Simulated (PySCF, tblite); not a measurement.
2 × hydrogen cyanide

A gas-phase complex of 2 × hydrogen cyanide; neutral, singlet. The structure comes from a short search (6 tight-binding starts) and was relaxed by PBE0-D3(BJ)/def2-TZVPD; another way of binding may lie lower. No frequency run checks that it is a minimum.

Parts: 1 = hydrogen cyanide (C#N), atoms 1–3; 2 = hydrogen cyanide (C#N), atoms 4–6.

Coordinates in Å:
```
C1     -0.199    0.047    0.085
N2      0.742    0.459   -0.418
H3     -1.079   -0.341    0.554
C4      3.369    1.636   -1.953
N5      4.285    2.050   -2.505
H6      2.508    1.250   -1.435
```

Contacts between parts, classed by geometry: H6···N2 2.186 Å (C–H hydrogen bond, 179°).

Interaction energies are complex less parts, with the parts frozen as they stand in it; counterpoise-corrected, in kcal/mol (PySCF). The CCSD(T) estimate is Hartree-Fock/aug-cc-pVQZ, plus the MP2 correlation part extrapolated as X⁻³ from aug-cc-pVTZ and aug-cc-pVQZ, plus CCSD(T) less MP2 in aug-cc-pVDZ; noble-gas cores are frozen. It isn't the exact limit.

| level | interaction | superposition error removed |
| --- | --- | --- |
| Hartree-Fock/aug-cc-pVQZ | -4.05 | - |
| wB97M-D3(BJ)/def2-TZVPD | -4.81 | -0.07 |
| PBE0-D3(BJ)/def2-TZVPD | -5.06 | -0.07 |
| MP2/aug-cc-pVQZ | -4.91 | -0.26 |

(1) What does CCSD(T) at its estimated basis limit give, and which of these levels comes nearest?

(2) What holds them together? Decompose the wB97M-D3(BJ)/def2-TZVPD energy: frozen parts, their antisymmetrised product, then relaxation.

The parts were also relaxed and run alone, at the levels used for the complex: shieldings by PBE0/pcSseg-2; core levels by delta-SCF with SCAN, pcX-2 on the ionised atom and pcseg-1 elsewhere, spin-free X2C.

(3) How do these values change when the complex forms?

Results:

(1) -4.70 kcal/mol. wB97M-D3(BJ)/def2-TZVPD and MP2/aug-cc-pVQZ come equally near, within the error of the estimate; the errors are Hartree-Fock/aug-cc-pVQZ +0.64, wB97M-D3(BJ)/def2-TZVPD -0.11, PBE0-D3(BJ)/def2-TZVPD -0.37, MP2/aug-cc-pVQZ -0.21.

(2) electrostatic -6.4, Pauli repulsion +4.3, orbital relaxation -2.2, dispersion correction -0.6 kcal/mol, which sum to the value before the counterpoise correction; the Pauli term holds the exchange-correlation of the frozen density too. Of the attraction, 70 % is electrostatic, 24 % is orbital relaxation, 7 % is dispersion correction.

(3) 
```json
{"property": "C4–H6 bond (Å)", "alone": "1.069", "in the complex": "1.077", "change": "+0.008"}
{"property": "shielding of H6 (ppm)", "alone": "29.01", "in the complex": "27.74", "change": "-1.27"}
{"property": "shielding of N2 (ppm)", "alone": "-45.8", "in the complex": "-31.2", "change": "+14.6"}
{"property": "shielding of C4 (ppm)", "alone": "71.5", "in the complex": "66.8", "change": "-4.7"}
{"property": "N2 1s core level (eV)", "alone": "406.64", "in the complex": "407.26", "change": "+0.62"}
{"property": "C4 1s core level (eV)", "alone": "293.41", "in the complex": "292.51", "change": "-0.90"}
{"property": "N5 1s core level (eV)", "alone": "406.64", "in the complex": "405.81", "change": "-0.83"}
```

The core-hole states of N2, C4, N5 are spin-contaminated (⟨S²⟩ 0.83, 0.84, 0.83 against 0.75 for a pure doublet), so those values and differences from them are less sure.
